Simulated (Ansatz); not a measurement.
# The phosphorus atom (quartet): from Hartree-Fock to the top rungs, 6-31G

How much of the correlation energy of the phosphorus atom (quartet) does each wave-function method recover here?

The runs use Ansatz 0.2.0, Gaussian basis; 6-31G, core rule «outside noble gas», up to 5 orbitals frozen.

Plan: CCSD(T) on UHF; BCCD(T) on ROHF; CISD; CCSDT(Q) on ROHF; CCSDT(Q) on UHF; CISDTQ; CCSDTQ on ROHF; CCSDTQ on UHF; CASSCF and MRCISD+Q, 5 electrons in 4 orbitals; CASSCF and MRCISD+Q(relaxed), 5 electrons in 4 orbitals; CASSCF and NEVPT4(SD), 5 electrons in 4 orbitals; CASSCF and NEVPT2, 5 electrons in 4 orbitals.

## 1. The atom

A free atom, in its lowest state of this spin that the program finds.

1 atom, charge 0, spin multiplicity 4.

## 2. CCSD(T) on UHF

in.yaml

```yaml
crystal:
  periodic: [false, false, false]
  atoms:
    - {symbol: P, position_ang: [0.000000, 0.000000, 0.000000]}
basis:
  gaussian: {orbitals: 6-31G}
magnetization: {spin_polarized: true, initial_magnetization: 3}
correlation: {method: ccsd_t, electrons: outside_noble_gas}
```

The run is started by

```console
> ansatz run in.yaml --threads 1 --pin off --events-out ev --progress --plain --max-ram 2393MiB
```

Further steps of the session: BCCD(T) on ROHF; CISD; CCSDT(Q) on ROHF; CCSDT(Q) on UHF; CISDTQ; CCSDTQ on ROHF; CCSDTQ on UHF; CASSCF and MRCISD+Q, 5 electrons in 4 orbitals; CASSCF and MRCISD+Q(relaxed), 5 electrons in 4 orbitals; CASSCF and NEVPT4(SD), 5 electrons in 4 orbitals; CASSCF and NEVPT2, 5 electrons in 4 orbitals.

Q: Predict the results of all the runs planned. Wanted: UCCSDTQ below the UHF energy; UMP2 from UCCSDTQ; UCCSD(T) from UCCSDTQ; UCCSDT(Q) from UCCSDTQ; NEVPT2 valence from UCCSDTQ; NEVPT4(SD) valence from UCCSDTQ; MRCISD+Q valence from UCCSDTQ; effectively unpaired electrons.

As calculated:

```
                         quantity                                                                                                                         value
     UCCSDTQ below the UHF energy                                                                                                                    -0.4335 eV
                UMP2 from UCCSDTQ                                                                                                                    +122.2 meV
            UCCSD(T) from UCCSDTQ                                                                                                                      +0.9 meV
           UCCSDT(Q) from UCCSDTQ                                                                                                                       0.0 meV
      NEVPT2 valence from UCCSDTQ                                                                                                                    +159.1 meV
  NEVPT4(SD) valence from UCCSDTQ                                                                                                                     +24.0 meV
    MRCISD+Q valence from UCCSDTQ                                                                                                                       0.0 meV
levels within 1 kcal/mol (43 meV)  UCCSD, UCCSD(T), BCCD(T), UCCSDT, UCCSDT(Q), NEVPT4(SD) valence, MRCISD valence, MRCISD+Q valence, MRCISD+Q(relaxed) valence
   effectively unpaired electrons                                                                                                                          3.00
```

UCCSD(T) lands +0.9 meV from the yardstick (0.2 % of the correlation energy). One determinant dominates. Of the multireference levels listed MRCISD+Q valence comes nearest in total energy (0.0 meV), which doesn't show that its space is the better one. These misses are within one basis, not against nature; the frozen cores of restricted and unrestricted runs differ, which can shift their rows.
